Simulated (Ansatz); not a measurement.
For zinc-blende BAs, rVV10 (plane waves, PAW; Ansatz, a program for electronic structure) gives:

```
Quantity                    Value
-------------------  ------------
lattice parameter a       4.835 Å
bulk modulus B0           127 GPa
cohesive energy      4.73 eV/atom
```

Task: What does HSE06 in Ansatz (PAW) give for the same quantities?

Result: 
- lattice constant a: 4.772 Å (shrinks by 1.3 %)
- bulk modulus: 146 GPa (rises by 15 %)
- cohesive energy: 4.60 eV/atom (drops by 0.13 eV/atom)

For comparison: lattice constant a 4.777 Å (measured, room temperature, not corrected to a static lattice; as tabulated in Lucero et al. (2012), arXiv:1111.4515); bulk modulus 142 GPa (measured, temperature not stated, no zero-point or thermal correction; as tabulated in PMC11618452 (zinc blende boron arsenide), quoting Tian et al.).

Changes are worked out from the printed values.

Unless a cell is named, each level is at its own relaxed cell (rVV10 14.13, HSE06 13.58 Å³/atom).

Ansatz's density-functional and Hartree–Fock values are scalar-relativistic unless marked +SOC, with PAW data made under PBE.
